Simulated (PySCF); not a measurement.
# Static response to an electric field

Species: methylamine, CH5N.
Geometry (GFN2-xTB, Å), atoms numbered from 1 in this order:
```xyz
7
CH5N angstrom
C     -0.5718    0.0399   -0.0015
N      0.8528    0.1068    0.2753
H     -1.0635   -0.4693    0.8268
H     -0.8304   -0.4846   -0.9329
H     -0.9609    1.0559   -0.0603
H      1.2422   -0.8276    0.3448
H      1.3349    0.5839   -0.4793
```

Level: wB97X-D/def2-SVPD (PySCF), static field, nuclei fixed, core orbitals frozen in the response. The polarisability tensor in these axes (au):

```
x   26.77  0.13  0.59
y    0.13 23.53  0.00
z    0.59  0.00 23.60
```

**Question.** What are the eigenvalues, a third of the trace, and Δα (Δα² = ½Σ(αi − αj)² over the three pairs)?

**Answer.** Principal values 23.48, 23.54 and 26.88 au; mean 24.63 au = 3.65 Å³ = 4.06 × 10⁻⁴⁰ C²·m²/J; Δα = 3.37 au (14 % of the mean).

**Question.** What is the dipole moment, and where does it point?

**Answer.** (-0.12, -0.67, -1.15) D, 1.34 D in size, pointing from the negative to the positive side. Measured along this direction, the outermost atoms are H5, H3 and N2 at the negative end and H4 at the positive end.

**Question.** What depolarisation ratio follows for Rayleigh scattering of linearly polarised light, taking the static tensor?

**Answer.** ρ = 3Δα²/(45ᾱ² + 4Δα²) = 34.2/(27306 + 45.5) = 0.00125.

**Question.** Find the Langevin capture rate constant for NO+ (29.998 u) meeting this molecule (31.042 u), k = 2.342 × 10⁻⁹ cm³/s × √(α in Å³ / reduced mass in u).

**Answer.** The reduced mass is 15.26 u, so k = 1.15 × 10⁻⁹ cm³/s. The formula leaves out the permanent dipole, which adds to the capture rate.

**Question.** What would n − 1 = 2πNα be for an ideal gas of these molecules at 500 K and 1 atm, electronic part alone?

**Answer.** N = p/kT = 1.4678 × 10¹⁹ cm⁻³, so n − 1 = 2π × N × 3.65 × 10⁻²⁴ cm³ = 337 × 10⁻⁶ at long wavelengths.

Geometry: GFN2-xTB; no solvent, vibrations or thermal averaging.
